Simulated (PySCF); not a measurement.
Computed with core-valence-separated Tamm–Dancoff BHandHLYP/aug-pcX-1 (pcseg-1 on H, def2-SVPD on S) in PySCF, non-relativistic, gas phase, PBE0-D3(BJ)/def2-SVP geometry. Absolute energies from this functional tend to lie a few eV below measured edges; no shift was applied.

Main lines of an unknown, eV (oscillator strength): C K: 282.2 (0.057), 282.7 (0.043), 282.9 (0.058), 283.1 (0.061), 285.5 (0.047). Listed: the first five lines at most of each edge with a tenth or more of its strongest line's intensity; roots within 0.03 eV on the same or equivalent atoms are summed. Only the lowest roots were sought, and the top ones are left out.

Question: Which candidate gives them?
A. `C1=CSCC1`
B. `C=C/C=C\SC`

Answer: B. 

- `C=C/C=C\SC`: C K: 282.2 (0.057), 282.7 (0.043), 282.9 (0.058), 283.1 (0.061), 285.5 (0.047). First C line listed at 282.2 eV, hole on the terminal =CH2 carbon (1s→π*).
- `C1=CSCC1`: C K: 282.9 (0.058), 283.4 (0.063), 285.2 (0.053), 285.8 (0.013), 285.9 (0.016). First C line listed at 282.9 eV, hole on the alkene CH carbon (1s→π*).

One conformer each; other structures than these candidates weren't tested.

Conformer computed: `[CH2:1]=[CH:2]/[CH:3]=[CH:4]\[S:5][CH3:6]`: C1–C2–C3–C4 180°, C3–C4–S5–C6 180°.
